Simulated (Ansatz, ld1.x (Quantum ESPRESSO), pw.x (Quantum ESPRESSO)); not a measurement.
**osmium (bcc): variants of one TM potential in the solid**

| Item | Value |
| --- | --- |
| Element | osmium |
| Generator | ld1.x (Quantum ESPRESSO) 7.5 |
| Type | norm-conserving Troullier–Martins (Kleinman–Bylander form) |
| Functional | PBEsol |
| Relativity | scalar-relativistic |
| Frozen core | [Xe] 4f14 |
| Valence charge | 8 |
| Reference configuration | 5d6 6s2 6p0 |
| Partial waves | 6p (bound, empty): rc 2.70 bohr; 5d (bound): rc 1.95 bohr; 6s (bound): rc 1.85 bohr |
| Local potential | the s channel |
| Core correction | Bessel-smoothed model core, default radius (core density twice the valence density) |

Crystal test: bcc Os in pw.x 7.5, no spin, 15³ k-points, Fermi–Dirac smearing 0.01 Ry, cutoffs set for each file from its atomic test. The reference is all-electron LAPW (Ansatz 0.2.0) with the same functional, mesh and smearing; V0 and B0 come from Birch–Murnaghan fits to the pressures at five volumes. Errors are pseudo minus all-electron; Δ is the rms difference of the E(V) curves that follow from these fits, minima aligned, over ±6 % about the mean V0. Mesh and smearing are coarse, so the numbers serve the comparison and aren't converged zero-temperature values; the lattice is a test structure that the element need not adopt.

All-electron: a0 = 3.063 Å (V0 = 14.37 Å³/atom), B0 = 379.8 GPa.

Base: The largest radius (2.70 bohr) exceeds half the bond length (2.51 bohr), so the spheres overlap, which is one possible source of error among others. This is a poor potential for the solid.

1 further variants are left out: they gave no file fit for a test, a broken result, the same result as the base, or pressures whose basis-set error rivals the error shown.

| change | cutoffs (Ry) | pw.x | a0 (Å) | a0 error (%) | B0 error (%) | Δ (meV/atom) | mean pressure error (GPa) |
| --- | --- | --- | --- | --- | --- | --- | --- |
| base | 85/340 | converged | 3.087 | +0.78 | -1.4 | 28.0 | +9.38 |
| all radii but the core radius scaled by about 0.94 (s 1.74, p 2.54, d 1.84 bohr) | 135/540 | converged | 3.080 | +0.55 | -0.7 | 19.8 | +6.57 |
| all radii but the core radius scaled by about 1.07 (s 1.98, p 2.90, d 2.10 bohr) | 70/280 | converged | 3.093 | +0.98 | -1.9 | 35.1 | +11.85 |
| all radii but the core radius scaled by about 1.20 (s 2.22, p 3.24, d 2.34 bohr) | 50/200 | converged | 3.099 | +1.18 | -2.2 | 42.6 | +14.51 |

Q: Give the row for: all radii but the core radius scaled by about 1.32 (s 2.44, p 3.58, d 2.58 bohr).

A: pw.x: converged; mean pressure error (GPa): +16.93; a0 (Å): 3.105; a0 error (%): +1.37; B0 error (%): -2.6; Δ (meV/atom): 49.3.
